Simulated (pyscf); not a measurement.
`[PH2][InH2]` + `[SiH4]` → `[SiH3][PH][InH2]` + `[H][H]`, a four-centre exchange (singlet surface; H–P, H–Si broken, P–Si, H–H formed). PySCF, gas phase, ωB97X-D3(BJ)/def2-SVP geometries. Energies in kcal/mol from the separated reactants.

Small-basis levels: PySCF, no dispersion term, spherical d functions. AM1 to PM7: differences of heats of formation from MOPAC, which are fitted to 298 K values and so differ in kind from electronic energies by zero-point and thermal terms. GFN2-xTB: tblite. Cost: rough CPU time at the saddle relative to B3LYP/6-31G*+LANL2DZ, from one job on a shared machine.

| level | barrier | reaction energy | cost |
|---|---|---|---|
| HF/6-31G*+LANL2DZ | 90.5 | +6.3 | 0.1 |
| MP2/6-31G*+LANL2DZ | 73.1 | -3.9 | 0.1 |
| B3LYP/LANL2DZ | ___ | +5.5 | 0.8 |
| B3LYP/6-31G*+LANL2DZ | 66.2 | +1.5 | 1 |
| PBE/def2-SVP | 51.0 | -0.6 | 4 |
| GFN2-xTB | 48.9 | +13.6 | under 0.02 |
| AM1 | 44.4 | -5.3 | under 0.02 |
| ωB97M-D3(BJ)/def2-TZVP | ___ | -1.0 | – |

**Question.** Complete the blanks.

**Answer.** 
- B3LYP/LANL2DZ, barrier: 72.1
- ωB97M-D3(BJ)/def2-TZVP, barrier: 63.3

Against the last row the barrier runs from -18.8 (AM1) to +27.3 kcal/mol (HF/6-31G*+LANL2DZ). ωB97M-D3(BJ)/def2-TZVP has limits of its own. One saddle was located; it need not be the lowest between these sides. In the def2 sets elements past Kr carry core potentials, without spin-orbit coupling.
